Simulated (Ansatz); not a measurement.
System: 1T (CdI2-type) PtSe2. Method: r²SCANh (PAW; Ansatz, a program for electronic structure).

Run with plane-wave cutoff 520 eV, 9×9×6 k mesh (along the axes of the cell as run), Fermi–Dirac smearing 0.01 eV, scalar-relativistic PAW data made under PBE.

Computed at the level's own relaxed cell.

Give the computed smallest direct gap on the k points sampled, Γ–Γ gap and c axis length.


smallest direct gap on the k points sampled: 1.59 eV
Γ–Γ gap: 3.11 eV
c axis length: 5.938 Å

Measured, for comparison: lattice parameter c 5.074 Å (temperature not stated, zero-point anharmonic expansion removed (computed with revB86b-DF2); no thermal correction; as tabulated in Björkman (2014), arXiv:1406.2436). Computed (rounded) less measured: lattice parameter c +17.0 %.

Note: the cell comes from a level without a dispersion term, which matters for the spacing of layers, chains or molecules; the cell has widely spaced layers and the level no dispersion term, so their spacing and the moduli can rest on weak binding.

Spin–orbit coupling is not included; with these elements it can move the gap by several tenths of an eV or more.
